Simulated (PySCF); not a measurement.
# BN: a composite coupled-cluster calculation

State: ³Π, triplet, unpaired electrons σ ↑, π ↑. De refers to B + N. ROHF-based CCSD(T) in PySCF 2.14 with B cc-pVTZ, N cc-pVTZ and B cc-pVQZ, N cc-pVQZ (frozen core orbitals: 2; no relativity). Correlation energies are extrapolated as n⁻³ (n = 3, 4), Hartree–Fock as (n+1)·exp(−9√n). CV is the change on freezing 0 orbitals instead, in B cc-pwCVTZ, N cc-pwCVTZ. SR is the spin-free X2C energy in B cc-pVTZ-DK, N cc-pVTZ-DK less the non-relativistic one in B cc-pVTZ, N cc-pVTZ.

| Level | Re (Å) | ωe (cm⁻¹) | ωexe (cm⁻¹) | αe (cm⁻¹) | De (eV) |
| --- | --- | --- | --- | --- | --- |
| CCSD(T)/TZ | 1.3358 | 1497.4 | 12.7 | 0.0175 | 4.205 |
| CCSD(T)/QZ | 1.3294 | 1513.7 | 12.8 | 0.0176 | 4.394 |
| HF/CBS | 1.2853 | 1779 | n/a | 0.0140 | 2.406 |
| MP2/CBS | 1.3220 | 1547.6 | 12.1 | 0.0170 | 4.788 |
| CCSD/CBS | 1.3148 | 1597.8 | 12.5 | 0.0163 | 4.236 |
| CCSD(T)/CBS | 1.3264 | 1525.1 | 12.8 | 0.0175 | 4.505 |
| CCSD(T)/CBS+CV | 1.3228 | 1534.9 | 12.8 | 0.0175 | 4.547 |
| CCSD(T)/CBS+CV+SR | 1.3228 | 1534.0 | 12.8 | 0.0176 | 4.541 |

Question: How much is left between CCSD(T)/QZ and the basis-set limit, and how much do the triples give at the limit?

Answer: CCSD(T)/CBS less CCSD(T)/QZ: -3.0 mÅ in Re, +11.4 cm⁻¹ in ωe and +0.111 eV in De. CCSD(T)/CBS less CCSD/CBS: +11.6 mÅ in Re, -72.7 cm⁻¹ in ωe and +0.269 eV in De.

Question: What do the later terms add?

Answer: CV: -3.6 mÅ in Re, +9.8 cm⁻¹ in ωe and +0.042 eV in De; SR: +0.0 mÅ in Re, -0.9 cm⁻¹ in ωe and -0.006 eV in De, each against the row above.

The T1 diagnostic is 0.038, large enough to doubt a single reference. The state was picked by a PBE0 search and need not be the measured ground state. Spin–orbit coupling, excitations beyond (T) and corrections to the Born–Oppenheimer picture are left out.

The whole job (state search and all basis sets along the bond) took about 12 min on 4 threads of Intel Xeon Platinum 8259CL @ 2.50GHz (shared host), peak memory 7.5 GiB.
